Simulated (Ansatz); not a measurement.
Consider the atomization: `CC(Cl)OCF` → 3 C• + Cl• + F• + 6 H• + O•.

Calculated with Ansatz (gas phase, PBE0-D4/def2-TZVP geometries, no zero-point term in ΔE). CBS: MP2 limit from def2 TZ/QZ plus the TZ coupled-cluster correction, frozen cores. This one scheme is used for every species, atoms too. For atomizations the MP2-based limit and the directly extrapolated one differ by several kJ/mol either way, and by 10 to 25 for some Ge, Se and Sn compounds, so smaller differences from it don't rank the levels. DFT in def2-TZVPP. HSE06 is defined as in plane-wave codes. No spin–orbit coupling; open shells (•) take unrestricted orbitals. Spin–orbit coupling would lower the free atoms: a little for C, Cl, F, O. Each species was taken in one conformer, which may not be the lowest.

`CC(Cl)OCF`:

Cartesian coordinates in Å:
```
C -1.650 0.662 0.234
C -0.442 -0.226 0.234
Cl -0.142 -0.857 1.912
O 0.649 0.508 -0.214
C 1.785 -0.219 -0.495
F 1.591 -1.011 -1.604
H -1.476 1.528 0.872
H -2.520 0.117 0.600
H -1.841 1.003 -0.785
H -0.581 -1.126 -0.367
H 2.571 0.501 -0.722
H 2.056 -0.880 0.335
```

```csv
level,ΔE (kcal/mol),difference from CCSD(T)/CBS
BLYP-D4,1094.2,-1.4
PBE0-D4,1102.2,6.6
r2SCAN0-D4,1079.9,-15.7
HSE06-D4,1103.2,7.6
ωB97M-V,1099.6,4.0
B2PLYP,1082.7,-12.9
BLYP,1081.7,-13.9
PBE0,1097.5,1.9
r2SCANh,1090.5,-5.1
r2SCAN0,1078.2,-17.4
HSE06,1098.9,3.3
LC-ωPBE,1095.1,-0.5
CCSD(T)/def2-SVP,1042.7,-52.9
HF/def2-TZVPP,783.8,-311.8
MP2/def2-QZVPP,1109.0,13.4
CCSD/CBS(def2),1077.2,-18.4
CCSD(T)/CBS,1095.6,0
```

Largest T1 diagnostic among the species: 0.011.

Leaving LDA and LC-ωPBE aside and taking each functional with its dispersion term where it has one, the values, not all of them listed here, spread over 74.0 kcal/mol, from BHLYP-D4 to PBE-D4. LDA lies +157.7 kcal/mol from PBE without D4, its usual overbinding. From BLYP to BHLYP (50 % exact exchange), in def2-TZVPP and without D4, ΔE moves by −34.1 kcal/mol: exact exchange takes away binding that semilocal exchange gives to molecules.
